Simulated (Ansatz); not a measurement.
Basis-set extrapolation for C4H5F, SMILES `CC1=C(F)C1` (PBE0-D4/def2-TZVP geometry, frozen core, Ansatz 0.2.0). Multiplicity 1, RHF reference.

|  | def2-TZVPP | def2-QZVPP |
| --- | --- | --- |
| HF | -253.813079 | -253.824213 |
| MP2 correlation | -0.897997 | -0.962977 |
| CCSD(T) correlation | -0.963499 | not run |

Energies in hartree. Use E(X) = E(∞) + A·exp(−7.88·√X) for Hartree–Fock and E(X) = E(∞) + B·X^(−2.97) for correlation, with X = 3 and 4, and add CCSD(T) minus MP2 of the smaller set to the MP2 limit.

Task: What is the CCSD(T) energy at the basis-set limit?

Result: HF limit: -253.824213 + (-0.011134) × 0.13774 = -253.82575. MP2 limit: -0.962977 + (-0.064980) × 0.74074 = -1.01111. Higher-order term: -0.963499 − (-0.897997) = -0.06550. Total: -254.90236 hartree, 3.42 eV below CCSD(T)/def2-TZVPP.
